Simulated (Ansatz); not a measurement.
# BClH6Si: the cost of one run

Program: Ansatz 0.2.0. Level of theory: RKS B3LYP-D4/def2-SVP. These are calculated values, not measurements.

1 further run of the same task is left out (it didn't finish).

### Step 1. The system as given

Bond lengths: B1–Cl2 2.210 Å, B1–H3 1.190 Å, B1–H4 1.190 Å, B1–Si5 2.250 Å, Si5–H6 1.460 Å, Si5–H7 1.460 Å, Si5–H8 1.460 Å, Cl2–H9 1.339 Å, Si5–H9 1.421 Å. Angles (14 of 18 angles, heavy atoms first): Cl2–B1–Si5 71.6°, B1–Cl2–H9 74.5°, Cl2–B1–H3 120.0°, Cl2–B1–H4 120.0°, H3–B1–Si5 97.0°, H4–B1–Si5 101.2°, B1–Si5–H6 109.5°, B1–Si5–H7 109.5°, B1–Si5–H8 109.5°, B1–Si5–H9 71.9°, Cl2–H9–Si5 141.9°, H3–B1–H4 120.0°, H6–Si5–H7 109.4°, H6–Si5–H8 109.4°.

Structure file:

```xyz
9

B     0.0000    0.0000    0.0000
Cl    0.0000    0.0000    2.2100
H     1.0305    0.0000   -0.5950
H    -1.0305    0.0000   -0.5950
Si    0.0940   -2.1331    0.7095
H    -0.6959   -2.9783   -0.1812
H     1.4817   -2.5871    0.7061
H    -0.4425   -2.2202    2.0645
H     0.0569   -1.2896    1.8528
```

### Step 2. A restrained relaxation towards end A

Springs on the bonds that form and break draw the guess towards this end; the thresholds are loose.

input.yaml reads:

```yaml
crystal:
  periodic: [false, false, false]
  atoms:
    - { symbol: B, position_ang: [0.0, 0.0, 0.0] }
    - { symbol: Cl, position_ang: [0.0, 0.0, 2.21] }
    - { symbol: H, position_ang: [1.0305, 0.0, -0.595] }
    - { symbol: H, position_ang: [-1.0305, 0.0, -0.595] }
    - { symbol: Si, position_ang: [0.094, -2.1331, 0.7095] }
    - { symbol: H, position_ang: [-0.6959, -2.9783, -0.1812] }
    - { symbol: H, position_ang: [1.4817, -2.5871, 0.7061] }
    - { symbol: H, position_ang: [-0.4425, -2.2202, 2.0645] }
    - { symbol: H, position_ang: [0.0569, -1.2896, 1.8528] }
basis:
  gaussian: { orbitals: def2-SVP }
hamiltonian:
  xc: b3lyp
  dispersion: d4
relax:
  f_tol: 0.15
  max_steps: 25
  restrain:
    - { distance: [0, 4], at: 3.15, k: 30.0 }
    - { distance: [8, 1], at: 2.57, k: 30.0 }
    - { distance: [0, 1], at: 1.86, k: 30.0 }
    - { distance: [8, 4], at: 1.46, k: 30.0 }
```

Launch:

```console
ansatz run input.yaml --threads 1 --pin off --max-ram 2048MiB --backend cpu --events-out ev --progress --plain --runs-dir out
```

What time and memory should one allow on 1 thread of Arm Neoverse V2, shared host?

About 32 s, with a peak of 0.15 GiB.
